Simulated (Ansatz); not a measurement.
# One shape, several levels: AlH (SMILES [AlH])

Aim: a comparison of 6 runs (B3LYP/6-31G*, PBE0/def2-TZVPPD, wB97X/def2-TZVPPD, MP2/def2-TZVPPD, FCI/def2-TZVPPD) of AlH. 

Program for the calculation: Ansatz 0.2.0.

33 further runs of the same task are left out: 33 set aside as unsound or not needed.

## (1) Starting point

AlH: 2 atoms, total charge 0, spin state singlet. SMILES: `[AlH]`. The Al1–H2 distance was set to 2.497 Å, away from the relaxed value.

## (2) The energy at B3LYP/6-31G(d) (spherical functions) (run 1)

job.yaml

```yaml
crystal:
  periodic: [false, false, false]
  atoms:
    - {symbol: Al, position_ang: [-0.000000, 0.000000, -0.857990]}
    - {symbol: H, position_ang: [0.000000, -0.000000, 1.639110]}
basis:
  gaussian: {orbitals: 6-31G_st_-spherical.json}
hamiltonian: {xc: {name: B3LYP}}
output: {orbitals: {seedname: orbitals}}
accuracy: high
```

The basis set 6-31G* is read from a file made from the Basis Set Exchange's data (not shown).

The run is started by

```
$ ansatz run job.yaml --threads 1 --pin off --max-ram 3480MiB --events-out events.jsonl --progress --plain --runs-dir runs
```

The program printed:

```text
Warning: RAYON_NUM_THREADS=1 ignored (pool sized by the plan → 1); use --threads N
Functional definition: B3LYP
  name "B3LYP"
  parameter a0 = 0.2
  parameter ax = 0.72
  parameter ac = 0.81
  exchange = (1 - a0 - ax)*slater_x + ax*b88_x + a0*exact_x
  correlation = (1 - ac)*vwn_rpa_c + ac*lyp_c
308 factors; integrals over basis functions are off by at most 3.6e-9 eV
mean field evaluation 1: about -6609.1154 eV, gradient 1.3e1 eV
mean field evaluation 2: about -6606.8580 eV, gradient 1.9e1 eV
mean field evaluation 4: about -6610.5452 eV, gradient 1.4e-1 eV
mean field evaluation 8: about -6610.5444 eV, gradient 4.4e-4 eV
mean field evaluation 16: about -6610.5444 eV, gradient 9.4e-10 eV
mean field -6610.54435852 eV, -242.9330243878 hartree, gradient 1.8e-9 eV, S^2 0.000000; 0 other end points of the search recorded, 0 dependent functions left out
reference -6610.54438558 eV, -242.9330253821 hartree; 7, 7 occupied and 13, 13 virtual orbitals, 308 factors
Total energy: -6610.54438558 eV, -242.9330253821 hartree
```

Wall time 0.5 s (1 thread of Arm Neoverse V2, shared host).

## (3) A single-point energy at B3LYP/6-31G(d) (Cartesian functions) (run 2)

in.yaml

```yaml
crystal:
  periodic: [false, false, false]
  atoms:
    - {symbol: Al, position_ang: [-0.000000, 0.000000, -0.857990]}
    - {symbol: H, position_ang: [0.000000, -0.000000, 1.639110]}
basis:
  gaussian: {orbitals: "6-31G*"}
hamiltonian: {xc: {name: B3LYP}}
accuracy: high
output: {orbitals: {seedname: orbitals}}
```

The run is started by

```
$ ansatz run in.yaml --threads 1 --pin off --max-ram 3480MiB --events-out events.jsonl --progress --plain --runs-dir runs
```

The program printed:

```text
Warning: RAYON_NUM_THREADS=1 ignored (pool sized by the plan → 1); use --threads N
Functional definition: B3LYP
  name "B3LYP"
  parameter a0 = 0.2
  parameter ax = 0.72
  parameter ac = 0.81
  exchange = (1 - a0 - ax)*slater_x + ax*b88_x + a0*exact_x
  correlation = (1 - ac)*vwn_rpa_c + ac*lyp_c
321 factors; integrals over basis functions are off by at most 3.3e-9 eV
mean field evaluation 1: about -6609.1704 eV, gradient 1.3e1 eV
mean field evaluation 2: about -6606.9154 eV, gradient 1.9e1 eV
mean field evaluation 4: about -6610.5953 eV, gradient 1.6e-1 eV
mean field evaluation 8: about -6610.5945 eV, gradient 4.0e-4 eV
mean field evaluation 16: about -6610.5945 eV, gradient 1.6e-8 eV
mean field -6610.59451866 eV, -242.9348677388 hartree, gradient 1.6e-8 eV, S^2 0.000000; 0 other end points of the search recorded, 0 dependent functions left out
reference -6610.59454575 eV, -242.9348687345 hartree; 7, 7 occupied and 14, 14 virtual orbitals, 321 factors
Total energy: -6610.59454575 eV, -242.9348687345 hartree
```

It took 0.52 s on 1 thread of Arm Neoverse V2, shared host.

Runs 3 to 5 aren't shown in full; the table further down has their settings and results.

## (4) The energy at FCI/def2-TZVPPD (run 6)

in.yaml

```yaml
crystal:
  periodic: [false, false, false]
  atoms:
    - {symbol: Al, position_ang: [-0.000000, 0.000000, -0.857990]}
    - {symbol: H, position_ang: [0.000000, -0.000000, 1.639110]}
basis:
  gaussian: {orbitals: def2-TZVPPD.json}
correlation: {method: fci, frozen_orbitals: {Al: 5, H: 0}}
accuracy: high
```

The basis set def2-TZVPPD is read from a file made from the Basis Set Exchange's data (not shown).

The run is started by

```
$ ansatz run in.yaml --threads 1 --pin off --max-ram 3480MiB --events-out events.jsonl --progress --plain --runs-dir runs
```

The program printed:

```text
Warning: RAYON_NUM_THREADS=1 ignored (pool sized by the plan → 1); use --threads N
Functional definition: HF
  name "HF"
  exchange = exact_x
  correlation = 0
787 factors; integrals over basis functions are off by at most 3.6e-9 eV
mean field evaluation 1: about -6595.2511 eV, gradient 9.4e0 eV
mean field evaluation 2: about -6595.2512 eV, gradient 9.4e0 eV
mean field evaluation 4: about -6596.0887 eV, gradient 9.3e-1 eV
mean field evaluation 8: about -6596.0970 eV, gradient 7.9e-4 eV
mean field -6596.09703621 eV, -242.4020950854 hartree, gradient 1.8e-8 eV, S^2 0.000000; 0 other end points of the search recorded, 0 dependent functions left out; unrestricted orbitals would lower it
mean field evaluation 16: about -6596.1179 eV, gradient 1.8e-1 eV
5 core orbitals not correlated: weight in the atoms' cores, before any rotation towards them, 1.000 or more for the frozen orbitals, at most 0.000 for the correlated occupied ones
reference -6596.09703621 eV, -242.4020950854 hartree; 2, 2 occupied and 58, 58 virtual orbitals, 787 factors
state -6598.55757526 eV, -242.4925182278 hartree
Total energy: -6598.55757526 eV, -242.4925182278 hartree
```

It took 4.5 s on 1 thread of Arm Neoverse V2, shared host; peak memory 0.21 GiB.

## (5) All runs side by side

```csv
run,level,Cartesian functions,frozen core orbitals,energy (Eh),HOMO energy (eV),LUMO energy (eV),HOMO–LUMO gap (eV),wall time
1,B3LYP/6-31G* (spherical functions),no,–,-242.933025,-5.35,-2.38,2.97,0.5 s
2,B3LYP/6-31G* (Cartesian functions),yes,–,-242.934869,-5.35,-2.37,2.97,0.52 s
3,PBE0/def2-TZVPPD,no,–,-242.810825,-5.61,-2.28,3.33,1 s
4,wB97X/def2-TZVPPD,no,–,-242.916309,-7.69,-0.41,7.29,4.2 s
5,MP2/def2-TZVPPD,no,5,-242.465386,–,–,–,0.36 s
6,FCI/def2-TZVPPD,no,5,-242.492518,–,–,–,4.5 s
```

## (6) Outcome

| quantity | value |
| --- | --- |
| run 6: total energy | -242.49252 Eh |
| run 6: correlation energy (5 core orbitals frozen) | -90.4 mEh |

What this shows: Against full CI in this basis: MP2 +27.1 mEh. Over runs 1, 2, 3, 4 the HOMO–LUMO gap runs from 2.97 eV (B3LYP/6-31G*) to 7.29 eV (wB97X/def2-TZVPPD). The two ends differ in method and basis. Totals of different functionals can't be ranked against each other. In run 5 the log says that unrestricted orbitals would lower the reference, so the values rest on an unstable closed-shell determinant (other closed-shell runs at this shape may share the fault). All runs together took 11 s, the longest 4.5 s.
